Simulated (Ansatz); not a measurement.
Ideal-gas functions of C$_{2}$HF$_{3}$O (`OC(F)=C(F)F`) at 298.15 K and 1 bar, from an Ansatz frequency run at PBE0-D4/def2-TZVP.

Molar mass 98.02 g/mol, point group Cs (symmetry number 1), electronic degeneracy 1, moments of inertia 91.737, 153.506, 245.243 u Å². Harmonic wavenumbers (cm⁻¹, unscaled): 155, 207, 251, 397, 399, 558, 569, 579, 813, 1134, 1265, 1346, 1433, 1924, 3853.

Use S(trans) = R[1.5 ln M + 2.5 ln T − 1.1517]; rotational temperatures θ = 24.2544 K / I; S(rot) = R[ln(√π/σ · √(T³/θAθBθC)) + 1.5]; for each mode x = 1.438777 ν̃/T, S = R[x/(eˣ − 1) − ln(1 − e⁻ˣ)] and H = RT x/(eˣ − 1); 1 cm⁻¹ = 0.0119627 kJ/mol; R = 8.31446 J/(mol·K).

Problem. By hand: the entropy, in J/(mol·K).

Solution. Translation 166.0. Rotation: θ = 0.2644, 0.158, 0.0989 K, giving 111.1. Vibration, mode by mode: 10.92, 8.66, 7.21, 4.07, 4.04, 2.21, 2.12, 2.04, 0.82, 0.23, 0.13, 0.09, 0.07, 0.01, 0.00, in all 42.6. Electronic 0.0. Sum 319.7 J/(mol·K).

Problem. By hand: H − E and G − E in kJ/mol, counted from the electronic energy.

Solution. Zero-point energy ½ × 14883 × 0.0119627 = 89.0; thermal vibration 7.8; translation, rotation and pV give 4 RT = 9.9. H − E = 106.7 kJ/mol, and G − E = 106.7 − 298.15 × 319.7/1000 = 11.4 kJ/mol.

Vibration gives 13 % of the entropy. The sum counts one conformer and one mirror image; others add a mixing term.
